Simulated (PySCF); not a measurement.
# Core-level binding energies of `CO/C=C/Cl`

C3H5ClO.
Geometry (PBE0-D3(BJ)/def2-SVP, Å), atoms numbered from 1 in this order:
```xyz
10
C3H5ClO angstrom
C     -0.9220    0.4004   -0.3019
O     -0.0815    0.0616    0.7672
C      1.1776   -0.2896    0.4811
C      1.7401   -0.3551   -0.7345
Cl     3.3906   -0.8305   -0.9246
H     -1.9000    0.6546    0.1252
H     -0.5322    1.2706   -0.8598
H     -1.0408   -0.4447   -1.0035
H      1.7482   -0.5351    1.3807
H      1.2290   -0.1244   -1.6689
```

Level of theory: PySCF 2.14.0, delta-SCF UKS SCAN, pcX-2 on the ionised atom, pcseg-1 elsewhere, spin-free X2C. Each binding energy is the total energy of the core-ionised species, with the hole localised on one atom, minus that of the ground state; both are solved self-consistently, so orbital relaxation is included.

Task: What binding energy does each computed site have?

Result: 
```csv
atom(s),bonded to,level,binding energy (eV),2p1/2 (eV),above the level's lowest (eV),count
C1,O and 3 H,C 1s,292.86,–,+1.35,1
O2,2 C,O 1s,539.51,–,0.00,1
C3,"O, C (double bond) and H",C 1s,292.28,–,+0.77,1
C4,"Cl, C (double bond) and H",C 1s,291.51,–,0.00,1
Cl5,C,Cl 2p3/2,206.24,207.90,0.00,1
Cl5,C,Cl 1s,2828.86,–,0.00,1
```

The listed C 1s values span 1.35 eV, from C4 (bonded to Cl, C (double bond) and H) to C1 (bonded to O and 3 H).

Task: Which photon wavelength matches the Cl 1s of Cl5 threshold?

Result: λ = hc/E = 12398.42 eV Å / 2828.86 eV = 4.383 Å.

Spin–orbit and ligand-field terms were added within each 2p shell after the spin-free SCF. 2p1/2 minus 2p3/2 (ligand field included): Cl 1.65 eV. The structure is a single PBE0-D3(BJ)/def2-SVP conformer in the gas phase; no vibrational or solvent corrections.

The run took 48 s wall on one thread, Arm Neoverse V1, no GPU, on a shared host.
